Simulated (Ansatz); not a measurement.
# C8H18: up Jacob's ladder to CCSD(T)

An exercise on one series of results from a longer session: the logs are not shown, and one member is left open.

Computed with Ansatz 0.2.0, Gaussian basis. Level: functionals in def2-TZVPP, the program's frozen cores in correlated methods.

Levels to be run: PBE-D4, r2SCAN-D4, PBE0-D4, B3LYP-D4, ωB97X-V, ωB97M-V, B2PLYP; CCSD(T)/def2-TZVPP; MP2/def2-QZVPP; extrapolation to the limit.

### The geometry

An earlier PBE0-D4 in a triple-zeta def2 set relaxation fixed the geometry.

SMILES `CCC(C)CC(C)C`, 26 atoms, charge 0, spin multiplicity 1.

Atoms are counted from 1 here; the program's logs count them from 0.

Bond lengths: C1–C2 1.519 Å, C1–H9 1.092 Å, C1–H10 1.092 Å, C1–H11 1.094 Å, C2–C3 1.529 Å, C2–H12 1.097 Å, C2–H13 1.094 Å, C3–C4 1.523 Å, C3–C5 1.535 Å, C3–H14 1.099 Å, C4–H15 1.093 Å, C4–H16 1.092 Å, C4–H17 1.095 Å, C5–C6 1.528 Å, C5–H18 1.098 Å, C5–H19 1.096 Å, C6–C7 1.522 Å, C6–C8 1.522 Å and more. Angles: C2–C1–H9 111.2°, C2–C1–H10 112.1°, C2–C1–H11 110.9°, H9–C1–H10 107.3°, H9–C1–H11 107.6°, H10–C1–H11 107.5°, C1–C2–C3 114.5°, C1–C2–H12 109.8°, C1–C2–H13 108.9°, C3–C2–H12 108.3°, C3–C2–H13 109.1°, H12–C2–H13 105.8°, C2–C3–C4 111.2°, C2–C3–C5 111.6°, C2–C3–H14 107.7°, C4–C3–C5 110.7°, C4–C3–H14 107.6°, C5–C3–H14 107.8° and more.

The first run:

in.yaml

```yaml
crystal:
  periodic: [false, false, false]
  atoms:
    - {symbol: C, position_ang: [-1.164034, -2.603428, 1.019441]}
    - {symbol: C, position_ang: [-0.131994, -1.729734, 0.327234]}
    - {symbol: C, position_ang: [0.005282, -0.323637, 0.913239]}
    - {symbol: C, position_ang: [0.613605, -0.364983, 2.309269]}
    - {symbol: C, position_ang: [0.820634, 0.595555, -0.007578]}
    - {symbol: C, position_ang: [0.004527, 1.515546, -0.914017]}
    - {symbol: C, position_ang: [0.927544, 2.436570, -1.698465]}
    - {symbol: C, position_ang: [-0.923526, 0.764535, -1.857654]}
    - {symbol: H, position_ang: [-1.241912, -3.580101, 0.536182]}
    - {symbol: H, position_ang: [-0.916843, -2.778543, 2.068818]}
    - {symbol: H, position_ang: [-2.154155, -2.138858, 0.986861]}
    - {symbol: H, position_ang: [0.851567, -2.215136, 0.364083]}
    - {symbol: H, position_ang: [-0.386325, -1.652737, -0.733497]}
    - {symbol: H, position_ang: [-1.005166, 0.100214, 1.003586]}
    - {symbol: H, position_ang: [0.658115, 0.635760, 2.746391]}
    - {symbol: H, position_ang: [0.040799, -0.997381, 2.990895]}
    - {symbol: H, position_ang: [1.635806, -0.755668, 2.270223]}
    - {symbol: H, position_ang: [1.494189, -0.012228, -0.626928]}
    - {symbol: H, position_ang: [1.472391, 1.230599, 0.602622]}
    - {symbol: H, position_ang: [-0.619982, 2.140263, -0.260264]}
    - {symbol: H, position_ang: [1.571134, 1.857916, -2.368996]}
    - {symbol: H, position_ang: [0.359940, 3.141437, -2.311601]}
    - {symbol: H, position_ang: [1.575282, 3.013645, -1.033319]}
    - {symbol: H, position_ang: [-1.650335, 0.152629, -1.319196]}
    - {symbol: H, position_ang: [-1.482482, 1.462605, -2.486462]}
    - {symbol: H, position_ang: [-0.354060, 0.105171, -2.520868]}
basis:
  gaussian: {orbitals: def2-TZVPP}
hamiltonian: {xc: pbe, dispersion: d4}
output: {forces: true, orbitals: {seedname: orbitals}}
```

Among the steps run: PBE-D4 (GGA); r2SCAN-D4 (meta-GGA); PBE0-D4 (hybrid); B3LYP-D4 (hybrid); ωB97X-V (range-separated); ωB97M-V (range-separated); B2PLYP (double hybrid); CCSD(T) in def2-TZVPP; MP2 in def2-QZVPP.

One of the session's tables, all rows but one given; the rest of the session is left out.

```
            method  atomisation energy (eV)
            PBE-D4                  109.189
         r2SCAN-D4                  107.662
           PBE0-D4                  108.229
          B3LYP-D4                  107.541
           ωB97X-V                        ?
           ωB97M-V                  107.748
            B2PLYP                  106.427
     HF/def2-TZVPP                   81.861
    MP2/def2-TZVPP                  106.184
   CCSD/def2-TZVPP                  104.184
CCSD(T)/def2-TZVPP                  105.371
           MP2/CBS                  108.295
       CCSD(T)/CBS                  107.482
```

Q: Estimate the row for ωB97X-V from the others.

**Answer.** atomisation energy (eV): 107.605. In the column «atomisation energy (eV)» it lies between B3LYP-D4 (107.541) and r2SCAN-D4 (107.662).

To keep in mind: Free atoms (8 C, 18 H) were run apart at each level; the atomisation energy is their sum less the molecule, without zero-point or spin-orbit terms.
